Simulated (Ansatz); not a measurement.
Seven cases of bond dissociation energy with Al to Br (electronic energies, kcal/mol); geometries: B3LYP-D3(BJ)/def2-TZVP. The cases were drawn at random from those of this class that have a high level and all functionals, leaving out states under which another spin lies or may lie. Left out are anions, K, Ca, elements past Kr, ionisation of Li, Na and Mg, pi-pi* triplets of linear molecules and other triplets made from a closed-shell parent. Runs that doubt their state, and full CI more than 15 mEh from coupled cluster, are set aside; a case stays where another high level and all functionals remain. AFQMC serves as high level only in triple zeta or larger, with a steady walk, a bar under 0.8 kcal/mol and agreement with other high levels or trials where they ran; where none ran, an unstable determinant or (outside 3d species) a high T1 diagnostic also bars it, so strongly correlated cases are thinned. No case was kept or dropped by the size of a functional's miss. High levels with a bar over 0.5 kcal/mol are left out too, and the seventh case lies inside the range of the six. Affinities count positive where energy is released, gaps as the second state minus the first. PBE is by Ansatz (a first-principles code) in def2-TZVPD. High levels (Ansatz): P = CCSD(T)/CBS(cc-pV(T+d)Z,cc-pV(Q+d)Z) + [CCSDT(Q) - CCSD(T)]/cc-pV(D+d)Z + core + X2C. Open shells are spin-unrestricted; no spin-orbit coupling. CBS(X,Y): correlation extrapolated as X^-3, Hartree-Fock from the larger set. A bracket is a step between two methods taken in the basis named. Functionals run without relativity, which enters their misses. 'core' is core correlation in cc-pwCVTZ (1s frozen past Ne), 'X2C' scalar relativity in cc-pVTZ-DK, both at CCSD(T). For partners of very few electrons the exact lower level stands in for a higher one. The UHF reference of C2H5Si (C=C[SiH2], doublet) is spin-contaminated (<S^2> up to 0.16 over the pure value in the sets run). The UHF reference of H4OPSi ([O][SiH2]P, doublet) is spin-contaminated (<S^2> up to 0.03 over the pure value in the sets run).

| case | PBE | level | high level |
|---|---|---|---|
| H4BPO (SMILES OBP) → H3BPO (SMILES OB[PH], doublet) + H (doublet) | 84.5 | P | 88.0 |
| H4BPO (SMILES OBP) → H2BO (SMILES [BH]O, doublet) + PH2 (SMILES [PH2], doublet) | 86.0 | P | 88.7 |
| C2H6Si (SMILES C([SiH3])=C) → C2H5Si (SMILES C=C[SiH2], doublet) + H (doublet) | 88.1 | P | 95.3 |
| H5SiPO (hydroxysilylphosphane, SMILES O[SiH2]P) → H3SiO (SMILES O[SiH2], doublet) + PH2 (SMILES [PH2], doublet) | 72.7 | P | 77.5 |
| CH6SSi (methylsulfanylsilane, SMILES CS[SiH3]) → SiH3S (SMILES [S][SiH3], doublet) + CH3 (SMILES [CH3], doublet) | 77.1 | P | 78.5 |
| H5SiPO (hydroxysilylphosphane, SMILES O[SiH2]P) → H4SiPO (SMILES [O][SiH2]P, doublet) + H (doublet) | 107.0 | P | 119.7 |
| Si2H5Cl (chloro(silyl)silane, SMILES Cl[SiH2][SiH3]) → Si2H4Cl (SMILES [SiH](Cl)[SiH3], doublet) + H (doublet) | 86.4 | P | withheld |

Task: Fit a straight line from PBE to the high level over the first six rows by least squares, predict the seventh, and compare with the calculation.

Result: Means: PBE 85.90, high level 91.28. Sxx = 703.7, Sxy = 907.2, slope 1.2892, intercept -19.46 kcal/mol; residual standard deviation 2.5 kcal/mol. Seventh row: 1.2892·(86.4) -19.46 = 91.9 kcal/mol. The calculation gave 93.5 kcal/mol: the line differs from it by -1.6, PBE itself by -7.1.
